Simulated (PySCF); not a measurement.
**State search for Al₂⁺**

Unrestricted PBE0; basis Al def2-TZVPPD; no relativity; PySCF 2.14. Outer shells of the fragments: Al+ 3s2; Al 3s2 3p1.

Followed along the bond (rough minima from three points):

```
2Ms+1   unpaired  ⟨S²⟩ at the start  R at minimum (Å)  Te (eV)
    2        σ ↑               0.76              3.24     0.00
    2        π ↑               0.76              2.79     0.51
    4  σ ↑↑, π ↑               3.75              2.51     2.47
```

Solutions found at the starting distance of 2.490 Å, counted from the lowest of them; the search is not exhaustive and high or unbound solutions are not listed, so other states can lie among these:

```tsv
2Ms+1	unpaired	term	E (eV)	⟨S²⟩	⟨Lz²⟩
2	π ↑	²Π	0.00	0.76	1.01
2	σ ↑	²Σ⁺	0.13	0.76	0.00
4	σ ↑↑, π ↑	⁴Π	1.80	3.75	1.00
4	σ ↑, π ↑↑	⁴Σ⁻	2.09	3.77	0.00
2	σ ↑↑, π ↓	mixed	2.31	1.76	1.01
2	σ ↑, π ↑↓	mixed	2.63	1.78	2.03
```

A term symbol is given only where ⟨S²⟩ and ⟨Lz²⟩ are close to those of a pure state; real π, δ and φ orbitals otherwise mix terms, and g/u labels are left off.

**Question.** Compare the gap between the two lowest followed solutions at the starting distance with the gap between their minima.

**Answer.** At PBE0 the second solution (doublet, unpaired electrons π ↑) lies -0.13 eV from the first (doublet, unpaired electrons σ ↑) at 2.490 Å and +0.51 eV at the minima; the two curves relax by different amounts, since their minima lie near 2.79 and 3.24 Å.

Counting both spins, an empty level lies below a filled one in some of these solutions, because spin and occupation are held.
